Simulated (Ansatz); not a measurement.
Reaction (SMILES): OCl (OH-Cl) + H+ → Cl[OH2+]
B3LYP-D3(BJ)/def2-TZVP geometries, fixed; electronic energies without zero-point terms; positive where energy is released.
Largest species:
```
O
H 1 0.9855
H 1 0.9855 2 111.16
Cl 1 1.7467 2 110.24 3 122.56
```
Charge +1, spin multiplicity 1.

Basis-set convergence of the proton affinity at PBE with Ansatz (a quantum-chemistry and plane-wave program). Cartesian d functions, on some or all atoms, in 6-31+G*, 6-311+G**; all else is spherical. The proton sits at the site shown, which need not be the one that binds it best. No added dispersion term, no relativity. Functions are those of the species that has most. Reference: the value in pcseg-4, 157.72 kcal/mol, itself unsure by roughly 0.09 kcal/mol (its mean distance from aug-pcseg-3, aug-cc-pV(Q+d)Z, cc-pV(5+d)Z). Deviations are taken from unrounded values.

```
basis              functions
-----------------  ---------
6-31+G*                   46
cc-pV(D+d)Z               47
6-311+G**                 65
def2-SVPD                 66
6-311++G(2d,2p)           82
cc-pV(T+d)Z               97
def2-TZVPD               104
6-311++G(3df,3pd)        122
def2-TZVPPD              125
cc-pV(Q+d)Z              179
def2-QZVPPD              211
cc-pV(5+d)Z              301
```

Which is the smallest set listed that can be trusted to 2 kcal/mol here, that is, within that of the reference together with its larger relatives (same family, alike in diffuse functions; a set with none to test it counts only in the reference's own line)?

The smallest set listed that lies within 2 kcal/mol of the reference with all its larger relatives (same family, alike in diffuse functions; a set with none counts only in the reference's own line) is 6-311+G** (65 functions, 0.21 kcal/mol off). Value minus reference: 6-31+G* -2.99, cc-pV(D+d)Z 2.85, 6-311+G** 0.21, def2-SVPD -1.25, 6-311++G(2d,2p) -0.73, cc-pV(T+d)Z 1.50, def2-TZVPD -0.81, 6-311++G(3df,3pd) -0.15, def2-TZVPPD -0.12, cc-pV(Q+d)Z 0.79, def2-QZVPPD -0.01, cc-pV(5+d)Z 0.21 kcal/mol.
